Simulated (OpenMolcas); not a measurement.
# UHF/STO-3G run of SiH3 (silyl radical)

Wanted: the energy of SiH3 (silyl radical). 

Program for the calculation: OpenMolcas 26.06.

1 further run of the same task is left out (set aside as unsound or not needed).

### Step 1. The structure to begin with

SiH3 has 4 atoms, charge 0, and is taken as a doublet. As SMILES, `[SiH3]`. The Si1–H2 distance was set to 3.621 Å, away from the relaxed value. At this shape a bond of the SMILES string is far longer than usual.

Bond lengths: Si1–H3 1.449 Å, Si1–H4 1.448 Å. Angles: H3–Si1–H4 115.3°.

### Step 2. A single-point energy at UHF/STO-3G

struct.xyz reads:

```xyz
4

Si    -0.364265    -1.039920    -1.946186
H      0.587110     0.661780     1.105640
H     -0.765785    -2.422610    -1.787706
H     -1.169535    -0.262310    -2.865036
```

job.inp reads:

```
* H3Si Hartree-Fock

&gateway
  baslib
  $CurrDir
  coord
  struct.xyz
  basis
  STO-3G
  group
  NoSym

&seward

&scf
  uhf
  spin
  2
  thresholds
  1e-10 1e-07 1e-07 1e-05
  prorbitals
  1 1
```

The basis set STO-3G is read from a file made from the Basis Set Exchange's data (not shown).

Started as:

```
$ export MOLCAS_MEM=1860
$ pymolcas job.inp > job.log
```

**Question.** What will come out? Wanted: total energy; dipole moment; HOMO energy; LUMO energy; ⟨S²⟩.

Computed results:

At UHF/STO-3G:

| quantity | value |
| --- | --- |
| total energy | -287.11008 Eh |
| dipole moment | 0.88 D |
| HOMO energy (highest over α and β) | -5.12 eV |
| LUMO energy (lowest over α and β) | 6.16 eV |
| ⟨S²⟩ | 0.750 |

**Reading.** The run may have ended on a state above the lowest.
